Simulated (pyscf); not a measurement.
PySCF, gas phase, ωB97X-D3(BJ)/def2-SVP geometries. MP2 and CC: frozen core, UHF for open shells. ΔMP2 is the change of the MP2 total energy from the triple- to the quadruple-zeta basis.

Q: For HCl (SMILES Cl) + HO–B(Cl)–Cl (SMILES OB(Cl)Cl) -> Cl–B(Cl)–Cl (SMILES ClB(Cl)Cl) + H₂O (SMILES O), a four-centre exchange (singlet surface; Cl–H, B–O broken, B–Cl, H–O formed), PBE/def2-TZVP gives ΔE‡ = 82.2 kJ/mol and ΔE = +54.1 kJ/mol (zero: the separated reactants). In which direction and how far do B3LYP-D3(BJ)/def2-TZVP, ωB97M-D3(BJ)/def2-TZVP, CCSD(T)/def2-TZVPP + ΔMP2(QZVPP) move these?

A: B3LYP-D3(BJ): ΔE‡ = 101.0 kJ/mol, ΔE = +59.8 kJ/mol; ωB97M-D3(BJ): ΔE‡ = 101.4 kJ/mol, ΔE = +61.4 kJ/mol; CCSD(T): ΔE‡ = 108.0 kJ/mol, ΔE = +55.0 kJ/mol. PBE's barrier lies under all of them, by 18.8 to 25.8 kJ/mol. Its reaction energy matches one of them and lies within 7.3 kJ/mol of the others. Low barriers are usual for a GGA, whose delocalisation error favours stretched bonds. On the product side the descent ends in an adduct with a B–O contact, 38.3 kJ/mol under the separated species and 81.0 kJ/mol under the saddle at ωB97X-D3(BJ)/def2-TZVP. What is counted as broken (B–O) persists as a longer contact in the product adduct; parting that adduct is a step of its own. At ωB97X-D3(BJ) the barrier from the zero used here is 97.9 kJ/mol. One saddle was located; it need not be the lowest between these sides. The CCSD(T) − MP2 part came from Ansatz, without density fitting, on the same reference.
